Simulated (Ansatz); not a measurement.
# Low-lying states of C2H

Calculated in Ansatz's Gaussian-basis code. State-averaged CASSCF with equal weights; occupations are averaged over the states; levels count from the state that is lowest in CASSCF. No symmetry is imposed, so a solution can break that of the shape. No proof that the lowest CASSCF solution was found.

Geometry:

| atom | x (Å) | y (Å) | z (Å) |
| --- | --- | --- | --- |
| H | 0.0000 | 0.0000 | -1.5530 |
| C | 0.0000 | 0.0000 | -0.4767 |
| C | 0.0000 | 0.0000 | 0.7355 |

Basis cc-pVDZ, nonrelativistic, 2 orbitals frozen in the corrections; active space CAS(9,9). Averaged: 2 doublets.

CASSCF levels: doublet 0.00, doublet 1.06 eV.

(1) How does SC-NEVPT2 move them?

Answers

(1) doublet 0.00, doublet 0.82 eV, in the same order of listing. The lowest state stays.
